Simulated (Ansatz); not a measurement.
A made-up structure of CH$_{4}$NSi (charge -1), singlet:

```xyz
7
angstrom
C -0.6621 0.4001 -0.3177
Si 0.7187 -0.5304 -0.6864
N 1.0142 -0.5739 0.9074
H -1.4675 -0.2511 -0.7136
H -0.4349 1.3398 -0.8611
H -0.9028 0.6607 0.8075
H 1.7345 -1.0452 0.8639
```

It is relaxed with PBE-D4/def2-SVPD and then PBE0-D4/def2-TZVPD (Ansatz 0.2.0). Atoms count as bonded within 1.22 times the sum of their covalent radii (H–H: 0.88 Å). The end point is not checked to be a true minimum.

(1) Does its bonding change? (A judgement: the text doesn't fix the answer.)

## Answers

(1) The calculation gives: No: no bond forms or breaks.

Where it ends: The first stage lowers the energy by 2.82 eV in 8 steps. It ends as CH₄NSi ([CH3][Si][NH]), total charge -1:
```json
{"atom": "C1", "x (Å)": "-0.8164", "y (Å)": "0.4931", "z (Å)": "-0.3954"}
{"atom": "Si2", "x (Å)": "0.8021", "y (Å)": "-0.5732", "z (Å)": "-0.5670"}
{"atom": "N3", "x (Å)": "1.2849", "y (Å)": "-0.7398", "z (Å)": "1.0130"}
{"atom": "H4", "x (Å)": "-1.6776", "y (Å)": "-0.0403", "z (Å)": "-0.8201"}
{"atom": "H5", "x (Å)": "-0.7217", "y (Å)": "1.4325", "z (Å)": "-0.9567"}
{"atom": "H6", "x (Å)": "-1.0125", "y (Å)": "0.7182", "z (Å)": "0.6599"}
{"atom": "H7", "x (Å)": "2.1412", "y (Å)": "-1.2905", "z (Å)": "1.0664"}
```

Labels in which every atom is bracketed show which atoms are joined, not bond orders.

For scale, one of the runs: PBE0-D4/def2-TZVPD relaxation, 153 basis functions, launched by `ansatz run in.yaml --threads 2 --pin off --events-out ev --progress --plain --max-ram 4352MiB`. Hardware: 2 CPU threads of an Arm Neoverse V1, shared host. Wall time about 19 s.
